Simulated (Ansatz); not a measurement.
CaB6-type CaB6, treated with rVV10 (plane waves, PAW; Ansatz, a program for electronic structure).

Settings: plane-wave cutoff 500 eV, 8×8×8 k mesh, gaussian smearing 0.02 eV, scalar-relativistic PAW data made under PBE.

Cell (relaxed at this level):

CaB₆ has the cubic space group Pm-3m (No. 221), Pearson symbol cP7. Conventional cell: a = 4.142 Å, b = 4.142 Å, c = 4.142 Å, α = 90.00°, β = 90.00°, γ = 90.00°. Ca on 1a sees 24 B at 3.046 Å. B on 6f is surrounded by 5 B at 1.672–1.747 Å and 4 Ca at 3.046 Å. (Neighbours: up to the widest gap in distance over summed covalent radii, below 1.35, at either atom; cation-cation and far metal-metal contacts left out.)

Q: Give the computed band gap.

A: 
* **band gap**: 0.07 eV (on the SCF k mesh)

Measured, for comparison: band gap 1 eV (temperature not stated, no zero-point or thermal correction; as tabulated in Wu et al. (2004), arXiv:cond-mat/0401246). Computed (rounded) less measured: band gap -0.93 eV.

The computed numbers hold no vibrational or temperature effects.

Cost on a shared machine: around 26 core-seconds (rough).
